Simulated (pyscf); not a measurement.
Structures and frequencies: ωB97X-D3(BJ)/def2-SVP in PySCF.

### Question
For the elementary gas-phase step H₃C–GaH–CH₃ + NH₃ -> CH₄ + H₃C–GaH–NH₂ (singlet surface; C–Ga, H–N broken, C–H, Ga–N formed), what barrier and reaction energy does ωB97M-D3(BJ)/def2-TZVP give, measured from the separated reactants?

### Answer
ΔE‡ = 0.74 eV, ΔE = -0.72 eV. Zero-point energy shifts the barrier by -0.02 eV. It is a four-centre exchange, with an imaginary mode of 1579i cm⁻¹. On the reactant side the descent ends in an adduct with a Ga–N contact, 0.94 eV under the separated species and 1.63 eV under the saddle at ωB97X-D3(BJ)/def2-TZVP. What is counted as formed (Ga–N) is already present as a longer contact in the reactant adduct; forming that adduct is a step of its own. One saddle was located; it need not be the lowest between these sides. Elements up to Kr have no core potential and no relativistic terms here.
